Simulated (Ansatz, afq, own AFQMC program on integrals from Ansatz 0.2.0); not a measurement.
**YClO, triplet: AFQMC among the cluster methods**

```xyz
3

Y     0.0000   -0.3408   -0.4244
O     0.0000    1.1295   -1.8562
Cl    0.0000    0.3450    1.9018
```

Connectivity, by distances: O–Y–Cl.

Basis def2-SVP with its core potentials. Only valence electrons are correlated. Ansatz 0.2.0 and our own AFQMC program on the same integrals; the CISD trial comes from CCSD amplitudes, and released means the phaseless constraint is let go. Error bars are statistical, one sigma. No spin–orbit coupling. The metal's outer-core s and p shells are frozen, which shifts wave-function levels against functionals.

Determinant: UHF, the one that the program's search chose, which needn't be the lowest solution. The geometry is a PBE0/def2-TZVP stationary point of this or a neighbouring charge and spin state.

No full CI on the walks' own integrals is used here; CCSDT(Q) serves as the reference and is uncertain by about the last step of the cluster series.

Cautions: no spin-orbit coupling; outer-core shells of the metal frozen; lower spins were not checked; higher spins were not checked; the released energies are still falling, so no released level is given (meV from the phaseless value at times in 1/Eh: -10 ± 7 at 0.24, -11 ± 4 at 0.60, -21 ± 8 at 1.20, -26 ± 7 at 1.80, -34 ± 15 at 2.60), though the last usable value meets CCSDT(Q) within the noise.

* T1 diagnostic: 0.0220
* weight of the determinant in the CISD state: 0.877
* ⟨S²⟩ of the determinant: 2.006
* size of the correlated space: 16 electrons in 53 orbitals

Reference: CCSDT(Q), correlation energy -9.377 eV.

```
        level  E − E(reference) (kJ/mol)  share of correlation (%)
           HF                      904.8                      0.00
          MP2                       86.0                     90.49
         CCSD                       25.5                     97.18
      CCSD(T)                        4.3                     99.52
        CCSDT                        2.0                     99.78
ph-AFQMC/CISD                  1.5 ± 0.5                     99.83
```

A walk keeps the symmetry of its determinant, which the program's search chose and which needn't be the lowest solution, so a lower state of the same spin and another symmetry isn't excluded.
